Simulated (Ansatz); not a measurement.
in.yaml

```yaml
crystal:
  periodic: [false, false, false]
  atoms:
    - {symbol: C, position_ang: [0.124765, -0.788783, 1.820650]}
    - {symbol: Ge, position_ang: [-0.040109, 0.270489, 0.450577]}
    - {symbol: Cl, position_ang: [0.036511, -0.267143, -1.622893]}
    - {symbol: H, position_ang: [0.119620, -0.697943, 2.916093]}
basis:
  gaussian: {orbitals: cc-pVDZ}
magnetization: {spin_polarized: false}
hamiltonian: {pseudopotentials: {relativity: none}}
correlation: {method: mp2, electrons: outside_noble_gas}
accuracy: high
scf: {lower_state_search: full}
```

```sh
$ ansatz run in.yaml --threads 1 --pin off --events-out ev --progress --plain --max-ram 2393MiB
```

Problem. Roughly how long does this take on 1 thread of Intel Xeon 6975P-C, shared host, and how much host memory?

Solution. 2.6 s wall and 0.17 GiB.

```
1345 factors; integrals over basis functions are off by at most 4.4e-9 eV
mean field evaluation 1: about -70016.8176 eV, gradient 2.6e1 eV
mean field evaluation 2: about -70016.8527 eV, gradient 2.6e1 eV
mean field evaluation 4: about -70019.3900 eV, gradient 2.9e0 eV
mean field evaluation 8: about -70019.5098 eV, gradient 9.5e-1 eV
mean field evaluation 16: about -70019.5443 eV, gradient 2.2e-8 eV
mean field -70019.54432831 eV, -2573.1707931135 hartree, gradient 6.6e-8 eV, S^2 0.000000; 1 other end points of the search recorded, 0 dependent functions left out; unrestricted orbitals would lower it
20 core orbitals not correlated: weight in the atoms' cores, before any rotation towards them, 0.998 or more for the frozen orbitals, at most 0.001 for the correlated occupied ones
reference -70019.54432831 eV, -2573.1707931135 hartree; 8, 8 occupied and 36, 36 virtual orbitals, 1345 factors
second order -9.38670155 eV of doubles, -0.00000000 eV of singles
Total energy: -70028.93102986 eV, -2573.5157480331 hartree
```
